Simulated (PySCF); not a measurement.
# Gas-phase thermal properties of HPO2

Computed with PySCF (xtb for GFN2) and rigid-rotor harmonic-oscillator thermochemistry at 1 bar. 6-31G* has spherical d functions here. All species are closed-shell singlets. B3LYP is the form with VWN-RPA correlation. HPO2: computed as isolated molecules; such fragments, hydroxides, amides, oligomers or adducts are transient or little studied in the gas. The harmonic model lacks anharmonicity and excited electronic states, which grow with temperature; levels with a mode under 35 cm⁻¹ are left out. Internal rotation in HPO2 is treated as a harmonic vibration of one conformer, which makes the entropy rough.

```tsv
level	point group	σ	ZPE (kJ/mol)	S°298 (J/mol/K)	Cp298 (J/mol/K)	S°1000 (J/mol/K)	H1000 − H298 (kJ/mol)
B3LYP/6-31G*	Cs	1	45.9	262.3	49.1	336.5	44.6
GFN2-xTB	Cs	1	44.5	262.0	49.8	337.0	45.0
HF/6-31G*	Cs	1	50.8	260.0	46.8	331.7	43.2
PBE/def2-SVP	Cs	1	44.4	263.2	50.0	338.4	45.1
PBE0/def2-TZVP	Cs	1	46.9	261.5	48.8	335.4	44.4
```
σ: rotational symmetry number. Electronic degeneracy used: 1. Frequencies are unscaled.
